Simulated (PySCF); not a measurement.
# Name the molecule from its bond curve

A diatomic of charge +1 contains Li. Its quartet curve at PBE0 in a double-zeta basis (no relativity, PySCF), in eV from the separated fragments:

(R (Å), E (eV)): (2.330, -0.246), (2.438, -0.325), (2.546, -0.368), (2.628, -0.382), (2.709, -0.386), (2.790, -0.382), (2.899, -0.367), (3.034, -0.339), (3.197, -0.300), (3.413, -0.247)

The fit gives ωe = 244 cm⁻¹ and the rotational constant Bₑ = 0.4039 cm⁻¹.

Question: Which atom is the partner?

Answer: The minimum lies at 2.701 Å, so the reduced mass is 16.8576 u Å² cm⁻¹/(Bₑ·Re²) = 5.721 u. With Li at 7.02 u the partner weighs about 30.9 u: P. The molecule is LiP⁺.

The state is the lowest determinant that a PBE0 search found; another state may lie lower at other levels.
